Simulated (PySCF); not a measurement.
Potential energy curve for N2, singlet.

Levels of theory: RCCSD = CCSD on RHF/6-31G, 2 core orbitals frozen run with PySCF 2.14.0; UKS-PBE0 = unrestricted PBE0/6-31G run with PySCF 2.14.0; RMP2 = MP2 on RHF/6-31G, 2 core orbitals frozen run with PySCF; UCCSD(T) = PySCF with CCSD(T) on UHF/6-31G, 2 core orbitals frozen; UKS-LDA (SVWN5) = unrestricted LDA (SVWN5)/6-31G in PySCF.

Energies are in kcal/mol, each relative to the lowest point of its own curve near equilibrium.

```json
[
 {"R / Å": "0.87", "RCCSD": "202.9", "UKS-PBE0": "189.8", "RMP2": "214.7", "UCCSD(T)": "205.8", "UKS-LDA (SVWN5)": "195.8"},
 {"R / Å": "0.92", "RCCSD": "115.1", "UKS-PBE0": "104.9", "RMP2": "125.5", "UCCSD(T)": "117.5", "UKS-LDA (SVWN5)": "110.0"},
 {"R / Å": "0.97", "RCCSD": "58.1", "UKS-PBE0": "50.7", "RMP2": "66.9", "UCCSD(T)": "60.1", "UKS-LDA (SVWN5)": "54.8"},
 {"R / Å": "1.03", "RCCSD": "19.1", "UKS-PBE0": "14.7", "RMP2": "25.5", "UCCSD(T)": "20.4", "UKS-LDA (SVWN5)": "17.4"},
 {"R / Å": "1.05", "RCCSD": "11.5", "UKS-PBE0": "8.0", "RMP2": "16.9", "UCCSD(T)": "12.6", "UKS-LDA (SVWN5)": "10.2"},
 {"R / Å": "1.09", "RCCSD": "2.5", "UKS-PBE0": "0.7", "RMP2": "5.7", "UCCSD(T)": "3.0", "UKS-LDA (SVWN5)": "1.9"},
 {"R / Å": "1.13", "RCCSD": "0.0", "UKS-PBE0": "0.0", "RMP2": "0.7", "UCCSD(T)": "0.0", "UKS-LDA (SVWN5)": "0.0"},
 {"R / Å": "1.15", "RCCSD": "0.7", "UKS-PBE0": "1.6", "RMP2": "0.0", "UCCSD(T)": "0.7", "UKS-LDA (SVWN5)": "0.9"},
 {"R / Å": "1.19", "RCCSD": "5.1", "UKS-PBE0": "7.7", "RMP2": "1.3", "UCCSD(T)": "4.9", "UKS-LDA (SVWN5)": "5.8"},
 {"R / Å": "1.26", "RCCSD": "19.6", "UKS-PBE0": "25.2", "RMP2": "9.2", "UCCSD(T)": "18.7", "UKS-LDA (SVWN5)": "20.9"},
 {"R / Å": "1.35", "RCCSD": "45.0", "UKS-PBE0": "54.9", "RMP2": "24.0", "UCCSD(T)": "42.7", "UKS-LDA (SVWN5)": "47.4"},
 {"R / Å": "1.48", "RCCSD": "84.7", "UKS-PBE0": "97.5", "RMP2": "43.7", "UCCSD(T)": "80.3", "UKS-LDA (SVWN5)": "89.8"},
 {"R / Å": "1.64", "RCCSD": "126.8", "UKS-PBE0": "132.6", "RMP2": "55.4", "UCCSD(T)": "119.7", "UKS-LDA (SVWN5)": "138.7"},
 {"R / Å": "1.79", "RCCSD": "151.6", "UKS-PBE0": "153.5", "RMP2": "50.5", "UCCSD(T)": "143.5", "UKS-LDA (SVWN5)": "169.6"},
 {"R / Å": "1.96", "RCCSD": "149.4", "UKS-PBE0": "167.5", "RMP2": "26.8", "UCCSD(T)": "157.2", "UKS-LDA (SVWN5)": "191.7"},
 {"R / Å": "2.19", "RCCSD": "111.6", "UKS-PBE0": "176.6", "RMP2": "-33.5", "UCCSD(T)": "164.4", "UKS-LDA (SVWN5)": "209.3"},
 {"R / Å": "2.41", "RCCSD": "87.6", "UKS-PBE0": "180.5", "RMP2": "-117.9", "UCCSD(T)": "166.3", "UKS-LDA (SVWN5)": "218.6"},
 {"R / Å": "2.68", "RCCSD": "—", "UKS-PBE0": "182.7", "RMP2": "-251.0", "UCCSD(T)": "166.6", "UKS-LDA (SVWN5)": "224.8"},
 {"R / Å": "2.92", "RCCSD": "—", "UKS-PBE0": "183.7", "RMP2": "-391.4", "UCCSD(T)": "166.7", "UKS-LDA (SVWN5)": "227.8"},
 {"R / Å": "3.23", "RCCSD": "—", "UKS-PBE0": "184.4", "RMP2": "-596.3", "UCCSD(T)": "166.7", "UKS-LDA (SVWN5)": "229.8"},
 {"R / Å": "3.77", "RCCSD": "—", "UKS-PBE0": "184.9", "RMP2": "-992.6", "UCCSD(T)": "166.9", "UKS-LDA (SVWN5)": "231.2"},
 {"R / Å": "4.39", "RCCSD": "—", "UKS-PBE0": "185.1", "RMP2": "-1466.2", "UCCSD(T)": "167.0", "UKS-LDA (SVWN5)": "231.5"}
]
```

At the longest distance, 4.39 Å, UKS-LDA (SVWN5) lies highest above its minimum (231.5 kcal/mol) and RMP2 lowest (-1466.2 kcal/mol).

The RCCSD curve passes through a maximum at 1.79 Å and then falls by 64.0 kcal/mol up to the last usable point.

The RMP2 curve passes through a maximum at 1.64 Å and then falls by 1521.5 kcal/mol up to the last usable point.

A dash means that the run gave no value there, or that the column was ended at a point which the program doubted or which failed a test of continuity chosen for this set; such a test can also cut sound points.

The T1 diagnostic of CCSD on the restricted reference of RCCSD, RMP2 exceeds 0.045 at 2.19 to 2.41 Å. The unrestricted solution behind UKS-PBE0 changes between 1.48 and 1.64 Å and between 1.64 and 1.79 Å and between 1.79 and 1.96 Å, which can leave a kink. The unrestricted determinant behind UKS-PBE0 is spin-contaminated at 1.48 to 4.39 Å (<S²> up to 3.0, against 0.00 for a pure singlet). The restricted form behind RMP2 keeps the bonding electrons paired and can't separate into open-shell fragments. The unrestricted solution behind UCCSD(T) changes between 1.19 and 1.26 Å and between 1.48 and 1.64 Å, which can leave a kink. The unrestricted determinant behind UCCSD(T) is spin-contaminated at 1.13 to 4.39 Å (<S²> up to 3.0, against 0.00 for a pure singlet). The unrestricted solution behind UKS-LDA (SVWN5) changes between 1.64 and 1.79 Å and between 1.79 and 1.96 Å and between 1.96 and 2.19 Å, which can leave a kink. The unrestricted determinant behind UKS-LDA (SVWN5) is spin-contaminated at 1.64 to 4.39 Å (<S²> up to 3.0, against 0.00 for a pure singlet).
